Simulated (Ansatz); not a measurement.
`FBF` → `F[B]F`• + H• at 600 K and 1 bar (homolysis of the B–H bond).

Isolated molecules relaxed with PBE0-D4/def2-TZVP in Ansatz; ΔE leaves out vibrations. CCSD(T)/CBS is frozen-core, at the limit of the def2 triple- and quadruple-zeta sets. No spin–orbit coupling; open shells (•) take unrestricted orbitals.

```tsv
species	CCSD(T)/CBS energy (Eh)	H − E (kJ/mol)	S (J/(mol·K))
`FBF`	-225.09114	73.4	279.9
`F[B]F`•	-224.40899	42.7	277.1
H•	-0.50000	12.5	129.3
```

H − E and S are ideal-gas, rigid-rotor, harmonic terms from PBE0-D4/def2-TZVP, with the whole ground term of open shells counted as degenerate. 1 Eh = 2625.50 kJ/mol, R = 8.31446 J/(mol·K).

**Question.** By hand: ΔE, ΔH, ΔS and ΔG.

**Answer.** ΔE = (-224.40899) + (-0.50000) − (-225.09114) = 0.18215 Eh = 478.2 kJ/mol. Δ(H − E) = 42.7 + 12.5 − 73.4 = -18.2, so ΔH = 460.0 kJ/mol. ΔS = 277.1 + 129.3 − 279.9 = 126.5 J/(mol·K). ΔG = 460.0 − 600 × (126.5)/1000 = 384.1 kJ/mol.

**Question.** By hand: the equilibrium constant, and the temperature at which ΔG would vanish if ΔH and ΔS stayed fixed.

**Answer.** log₁₀ K = −ΔG/(RT ln 10) = -33.4. ΔG = 0 at ΔH/ΔS = 3636 K, far beyond where these terms or the molecules hold.

The number of gas molecules changes by +1, which sets the sign of ΔS. A doubt of 5 kJ/mol in ΔE shifts log₁₀ K by 0.4 here. These are equilibria of isolated gas molecules and say nothing of rates. Largest T1 diagnostic: 0.015 (customary marks: 0.02 for closed shells, 0.045 for open ones).
